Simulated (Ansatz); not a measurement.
Changing the shape of PH3, singlet

Program: Ansatz, Gaussian basis, development build; NEVPT3, NEVPT4(SD), MRCISD by development code. Basis aug-cc-pV(T+d)Z, nonrelativistic, 5 orbitals frozen in the corrections; active space CAS(2,2). Restricted Hartree–Fock, then the lowest state-specific CASSCF solution met for each case. Single-reference values can break down or jump between states where bonds are stretched. Solutions in different active orbitals can move differences by tenths of an eV and at times more than 1 eV.

Case A. A bond is stretched, to 1.64 times the sum of the covalent radii.

```xyz
4

P     0.1194    0.0000    0.0986
H    -0.1696    0.0000   -2.1460
H    -0.8103   -1.0398    0.3336
H    -0.8103    1.0398    0.3336
```

Case B:

```json
{"atom": "P", "x (Å)": "-0.1246", "y (Å)": "0.0000", "z (Å)": "0.0000"}
{"atom": "H", "x (Å)": "0.6231", "y (Å)": "1.2006", "z (Å)": "0.0000"}
{"atom": "H", "x (Å)": "0.6231", "y (Å)": "-0.6003", "z (Å)": "1.0398"}
{"atom": "H", "x (Å)": "0.6231", "y (Å)": "-0.6003", "z (Å)": "-1.0398"}
```

Energy less that of case A, in eV:

```tsv
case	RHF/ROHF	CASSCF	SC-NEVPT2	FIC-NEVPT2	NEVPT3	NEVPT4(SD)
B	-2.852	-2.066	-2.175	-2.174	-2.222	-2.256
```

Give the MRCISD+Q energies against case A.

B: -2.296 eV (-52.9 kcal/mol).
